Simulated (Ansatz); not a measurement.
# NH2 (SMILES [NH2]) at UPBE0/def2-TZVPPD

Aim: the vertical ionisation energy of NH2 at UPBE0/def2-TZVPPD, from 2 runs. 

Program for the calculation: Ansatz 0.2.0.

34 further runs of the same task are left out: 34 set aside as unsound or not needed.

**1. The structure to begin with**

NH2 has 3 atoms, charge 0, and is taken as a doublet. As SMILES, `[NH2]`. The shape is that of a PBE0-D4/def2-TZVP optimisation.

Bond lengths: N1–H2 1.027 Å, N1–H3 1.027 Å. Angles: H2–N1–H3 103.1°.

**2. The energy at UPBE0/def2-TZVPPD**

molecule.yaml

```yaml
crystal:
  periodic: [false, false, false]
  atoms:
    - {symbol: "N", position_ang: [0.337090, -0.200010, 0.166180]}
    - {symbol: H, position_ang: [0.130750, 0.805920, 0.159430]}
    - {symbol: H, position_ang: [-0.467840, -0.605900, -0.325600]}
basis:
  gaussian:
    orbitals: def2-TZVPPD.json
magnetization:
  spin_polarized: true
  initial_magnetization: 1
hamiltonian:
  xc: {name: PBE0}
accuracy: high
output:
  orbitals: {seedname: orbitals}
```

The basis set def2-TZVPPD is read from a file made from the Basis Set Exchange's data (not shown).

The run is started by

```bash
$ ansatz run molecule.yaml --threads 1 --pin off --max-ram 3480MiB --events-out events.jsonl --progress --plain --runs-dir runs
```

What it wrote:

```text
Warning: RAYON_NUM_THREADS=1 ignored (pool sized by the plan → 1); use --threads N
Functional definition: PBE0
  name "PBE0"
  parameter a = 0.25
  parameter kappa = 0.804
  parameter beta = 0.06672455060314922
  exchange = (1 - a)*pbe_x(kappa = kappa, mu = beta*pi^2/3) + a*exact_x
  correlation = pbe_c(beta = beta)
1087 factors; integrals over basis functions are off by at most 3.7e-9 eV
mean field evaluation 1: about -1517.2142 eV, gradient 2.4e1 eV
mean field evaluation 2: about -1516.1285 eV, gradient 2.8e1 eV
mean field evaluation 4: about -1519.4226 eV, gradient 1.4e-1 eV
mean field evaluation 8: about -1519.4231 eV, gradient 2.1e-3 eV
mean field evaluation 16: about -1519.4231 eV, gradient 7.2e-8 eV
mean field -1519.42311659 eV, -55.8377696327 hartree, gradient 8.6e-9 eV, S^2 0.753798; 0 other end points of the search recorded, 0 dependent functions left out
reference -1519.42311861 eV, -55.8377697071 hartree; 5, 4 occupied and 66, 67 virtual orbitals, 1087 factors
Total energy: -1519.42311861 eV, -55.8377697071 hartree
```

Run time: 1.6 s. Hardware: 1 thread of Intel Xeon Platinum 8375C at 2.90GHz (Ice Lake), shared host; peak memory 0.16 GiB.

**3. The singlet cation at the same level**

run.yaml

```yaml
crystal:
  periodic: [false, false, false]
  atoms:
    - {symbol: "N", position_ang: [0.337090, -0.200010, 0.166180]}
    - {symbol: H, position_ang: [0.130750, 0.805920, 0.159430]}
    - {symbol: H, position_ang: [-0.467840, -0.605900, -0.325600]}
basis:
  gaussian: {orbitals: def2-TZVPPD.json}
output: {orbitals: {seedname: orbitals}}
hamiltonian: {xc: pbe0}
accuracy: high
total_charge: 1
```

The basis set def2-TZVPPD is read from a file made from the Basis Set Exchange's data (not shown).

The run is started by

```bash
$ ansatz run run.yaml --threads 1 --pin off --max-ram 3480MiB --events-out events.jsonl --progress --plain --runs-dir runs
```

What it wrote, cut to the lines that bear on the results:

```text
Warning: RAYON_NUM_THREADS=1 ignored (pool sized by the plan → 1); use --threads N
[... 7 set-up lines as earlier in the session ...]
1087 factors; integrals over basis functions are off by at most 3.7e-9 eV
mean field evaluation 1: about -1503.3392 eV, gradient 4.1e1 eV
mean field evaluation 2: about -1504.1677 eV, gradient 3.4e1 eV
mean field evaluation 4: about -1506.5756 eV, gradient 1.3e-1 eV
mean field evaluation 8: about -1506.5759 eV, gradient 6.1e-4 eV
mean field -1506.57588618 eV, -55.3656426232 hartree, gradient 1.5e-8 eV, S^2 0.000000; 0 other end points of the search recorded, 0 dependent functions left out
reference -1506.57588757 eV, -55.3656426743 hartree; 4, 4 occupied and 67, 67 virtual orbitals, 1087 factors
Total energy: -1506.57588757 eV, -55.3656426743 hartree
```

Wall time 1.1 s (1 thread of Intel Xeon Platinum 8375C at 2.90GHz (Ice Lake), shared host); peak memory 0.14 GiB.

**4. Summary of results**

At UPBE0/def2-TZVPPD:

```
                                          quantity         value
                         doublet NH2: total energy  -55.83777 Eh
   doublet NH2: HOMO energy (highest over α and β)      -8.76 eV
    doublet NH2: LUMO energy (lowest over α and β)      -2.78 eV
                                 doublet NH2: ⟨S²⟩         0.754
                      singlet cation: total energy  -55.36564 Eh
                       singlet cation: HOMO energy     -20.86 eV
                       singlet cation: LUMO energy     -16.36 eV
                     singlet cation: HOMO–LUMO gap       4.50 eV
vertical ionisation energy (to the singlet cation)     12.847 eV
```

The vertical ionisation energy comes to 12.85 eV (1240 kJ/mol). Only the singlet of the ionised species was computed; a triplet could lie lower.
